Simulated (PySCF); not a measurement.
## Molecular orbitals of PO⁺

B97-3 at R = 1.423 Å; P def2-TZVPPD, O def2-TZVPPD; no relativity (PySCF 2.14). State: ¹Σ⁺ (singlet), closed shell. Only the outer orbitals are listed, counted within each symmetry.

```tsv
orbital	occ.	ε (eV)	on P (%)	main shells (%)
5σ	2	-38.16	28	67 O s, 16 P s, 9 P p
6σ	2	-24.06	62	59 P s, 22 O p, 16 O s
2π	2	-19.97	29	70 O p, 24 P p
2π	2	-19.97	29	70 O p, 24 P p
7σ	2	-19.69	46	44 O p, 31 P p, 15 P s
3π	0	-11.15	81	74 P p, 19 O p
3π	0	-11.15	81	74 P p, 19 O p
8σ	0	-6.59	81	39 P d, 39 P p, 14 O s
```

Q: Which are the highest filled and the lowest empty level, where do they sit, and how wide is the gap?

A: Highest filled 7σ at -19.69 eV (in %: 44 O p, 31 P p, 15 P s); lowest empty 3π at -11.15 eV (in %: 74 P p, 19 O p); the gap at B97-3 is 8.54 eV.

- bond order (Mayer): 2.64
- ⟨S²⟩: 0.000
- charge on P (Mulliken, basis-dependent): 1.10
- charge on P (Löwdin, basis-dependent): 1.34
- dipole moment (positive dipole points towards O; it is taken about the centre of mass and depends on that origin): -3.42 D
